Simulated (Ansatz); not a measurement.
# CH3AlN: the cost of one run

Computed with Ansatz 0.2.0, Gaussian basis. Level: BLYP-D4/def2-SVP, unrestricted.

1 further run of the same task is left out (it didn't finish).

### 1 The starting structure

SMILES `N=[C][AlH2]`, 6 atoms, charge 0, spin multiplicity 2.

Atoms are counted from 1 here; the program's logs count them from 0.

Bond lengths: N1–C2 1.216 Å, N1–H4 1.016 Å, C2–Al3 1.949 Å, Al3–H5 1.545 Å, Al3–H6 1.562 Å. Angles: C2–N1–H4 130.2°, N1–C2–Al3 167.4°, C2–Al3–H5 114.7°, C2–Al3–H6 129.3°, H5–Al3–H6 115.9°.

Coordinates:

```xyz
6
charge 0, multiplicity 2
N    -0.55232   -1.87840   -0.10162
C    -0.36192   -0.68243   -0.20829
Al    0.22449    1.17048   -0.06484
H    -0.12936   -2.55615    0.52657
H    -0.45615    2.14229   -1.05386
H     1.27526    1.80421    0.90204
```

### 2 Dynamics

File md/in.yaml:

```yaml
crystal:
  periodic: [false, false, false]
  atoms:
    - {symbol: N, position_ang: [-0.552320, -1.878400, -0.101620]}
    - {symbol: C, position_ang: [-0.361920, -0.682430, -0.208290]}
    - {symbol: Al, position_ang: [0.224490, 1.170480, -0.064840]}
    - {symbol: H, position_ang: [-0.129360, -2.556150, 0.526570]}
    - {symbol: H, position_ang: [-0.456150, 2.142290, -1.053860]}
    - {symbol: H, position_ang: [1.275260, 1.804210, 0.902040]}
basis:
  gaussian: {orbitals: def2-SVP}
magnetization: {spin_polarized: true, initial_magnetization: 1}
hamiltonian: {xc: {name: BLYP}, dispersion: d4}
md: {n_steps: 60, timestep: 1.0, temperature: 1000, ensemble: nve, seed: 67, initial_velocities: maxwell_boltzmann}
```

Run with:

```sh
$ ansatz run in.yaml --threads 2 --pin off --events-out ev --progress --plain --max-ram 3481MiB
```

**Question.** How long does this run take on 2 threads of AMD EPYC 7R43, shared host, and how much memory does it need?

About 77 s, with a peak of 0.15 GiB.
